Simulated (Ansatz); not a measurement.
`C=CC(F)(F)Cl`, charge 0, multiplicity 1.

Problem. Give a relaxed structure at PBE0-D4/def2-TZVP (Ansatz). (Estimate.)

Solution. Ansatz gave: 
Z-matrix (Å, degrees):
```
C
C 1 1.489
F 1 1.344 2 110.7
F 1 1.337 2 112.7 3 -120.1
Cl 1 1.785 2 110.4 3 118.9
C 2 1.321 1 123.1 3 124.9
H 2 1.084 1 114.1 3 -55.2
H 6 1.083 2 121.6 1 0.4
H 6 1.083 2 120.7 1 -179.7
```
This is one stationary point; other conformers may exist.
